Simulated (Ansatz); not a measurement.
Input for Ansatz (development build ahead of 0.2.0):

```yaml
crystal:
  periodic: [false, false, false]
  atoms:
    - { symbol: C, position_ang: [-0.19284, 0.58198, -0.76878] }
    - { symbol: F, position_ang: [0.2331, -0.72425, 0.90244] }
    - { symbol: H, position_ang: [-0.9585, -0.09154, -1.14347] }
    - { symbol: H, position_ang: [-0.47069, 1.39954, -0.11007] }
    - { symbol: H, position_ang: [0.82401, 0.50302, -1.13184] }
basis:
  gaussian: { orbitals: def2-SVP }
total_charge: 1
magnetization:
  spin_polarized: true
  initial_magnetization: 1
hamiltonian:
  xc: hf
output:
  forces: true
```

The input is written out in the form of the current development build from the run's settings.

Output:

- Converged: yes
- Total energy: -138.49519 hartree
- Spin squared of the determinant: 0.754
- Stability test: minimum

Forces (eV/Å):
```json
{"atom": "C1", "Fx": "-0.095", "Fy": "-0.028", "Fz": "0.064"}
{"atom": "F2", "Fx": "-0.003", "Fy": "0.000", "Fz": "0.008"}
{"atom": "H3", "Fx": "-0.002", "Fy": "0.018", "Fz": "-0.007"}
{"atom": "H4", "Fx": "-0.015", "Fy": "0.010", "Fz": "-0.001"}
{"atom": "H5", "Fx": "0.114", "Fy": "0.000", "Fz": "-0.064"}
```
